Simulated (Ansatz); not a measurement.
Mulliken charges of `SC1C=N1` from ωB97M-V/def2-TZVPP in Ansatz (PBE0-D4/def2-TZVP geometry).

```csv
atom,x (Å),y (Å),z (Å),charge (e)
S1,-0.741,0.585,-1.427,-0.127
C2,0.133,0.293,0.094,-0.087
C3,0.675,-1.007,0.385,-0.025
N4,-0.349,-0.785,1.059,-0.153
H5,-1.633,1.456,-0.926,0.107
H6,0.568,1.177,0.550,0.117
H7,1.408,-1.787,0.219,0.169
```

Question: By hand: the dipole of these point charges (1 e Å = 4.8032 D).

Answer: Σ q r = (0.249, 0.037, 0.004) e Å, of length 0.252 e Å = 1.21 D.

Question: How does the dipole of the full density compare? (Estimate.)

Answer: The calculation gave: (0.361, 0.033, -0.006) e Å, 1.74 D; the point charges give 0.70 times that, at 4° from its direction.

Point charges leave out the atoms' own dipoles, such as those of lone pairs, and Mulliken's split depends on the basis, so the two needn't agree.
